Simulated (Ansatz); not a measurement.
C3H4O2 can be A, `OC#CCO`, or B, `C=CC(=O)O`.

Computed with Ansatz on PBE0-D4/def2-TZVP structures; ΔE is electronic, products minus reactants. CBS: MP2 limit from def2 TZ/QZ plus the TZ coupled-cluster correction, frozen cores. DFT in def2-TZVPP. One conformer a species, not always the lowest.

Question: Which is lower in electronic energy at CCSD(T)/CBS, and by how much? (An estimate is asked.)

Answer: Computed: B, by 237.4 kJ/mol.

Question: Give E(B) − E(A) in kJ/mol with LDA (SPW92), MP2/def2-TZVPP, CCSD/def2-TZVPP, HF/def2-TZVPP, CCSD(T)/def2-SVP, ωB97M-V, B2PLYP. (Estimate.)

Answer: Ansatz gave: LDA (SPW92) -236.3, MP2/def2-TZVPP -233.4, CCSD/def2-TZVPP -238.0, HF/def2-TZVPP -248.6, CCSD(T)/def2-SVP -259.0, ωB97M-V -240.5, B2PLYP -240.0. None reverses the order clearly.

Question: Does the order hold for the free energy at 298.15 K (harmonic terms from PBE0-D4)? (Best estimate.)

Answer: The calculation gave: Yes: G(B) − G(A) = -231.9 kJ/mol, for one conformer each.

Largest T1 diagnostic: 0.015.

From r2SCAN to r2SCAN0 (25 % exact exchange), in def2-TZVPP and without D4, E(B) − E(A) moves by +4.8 kJ/mol. The D4 term adds −3.3 kJ/mol with B3LYP and −1.6 kJ/mol with PBE0; it sums over pairs of atoms, weighted by their polarisabilities, and B3LYP, whose exchange is more repulsive, gets the larger term.

B3LYP here is the variant with VWN-RPA as its local correlation; programs differ in this.
